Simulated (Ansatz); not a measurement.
Reaction: C2H2 (acetylene, SMILES C#C) → C2H2 (parent SMILES C#C, triplet)
Each species at its own B3LYP-D3(BJ)/def2-TZVP minimum (Ansatz, a program for electronic structure).

Total energies in hartree (Ansatz). UHF or UKS for unpaired electrons; spin-orbit terms are left out. Cores are frozen in correlated methods. No relativity. The spin of C2H2 (parent SMILES C#C, triplet) was assumed, and the state is the lowest solution found for it.

```csv
species,HF/cc-pVTZ,CCSD(T)/cc-pVTZ,HF/cc-pVQZ,CCSD(T)/cc-pVQZ,CCSDT(Q)/cc-pVTZ
"1: C2H2 (acetylene, SMILES C#C)",-76.84990,-77.18733,-76.85493,-77.20914,-77.18856
"2: C2H2 (parent SMILES C#C, triplet)",-76.74975,-77.04670,-76.75474,-77.06660,-77.04902
```

**Question.** Work out the adiabatic triplet-singlet gap (electronic) in kJ/mol: take Hartree-Fock from cc-pVQZ, extrapolate the CCSD(T) correlation energy as X^-3 (X = 3, 4), and add CCSDT(Q) - CCSD(T) in cc-pVTZ. 1 hartree = 2625.5 kJ/mol.

**Answer.** 
Species 1: correlation (64·(-0.35421) - 27·(-0.33743))/37 = -0.36645; step -0.00123; E1 = -76.85493 + (-0.36645) + (-0.00123) = -77.22261
Species 2: correlation (64·(-0.31186) - 27·(-0.29695))/37 = -0.32274; step -0.00232; E2 = -76.75474 + (-0.32274) + (-0.00232) = -77.07980
-1·E1 +1·E2 = 0.14281 hartree = 374.9 kJ/mol.
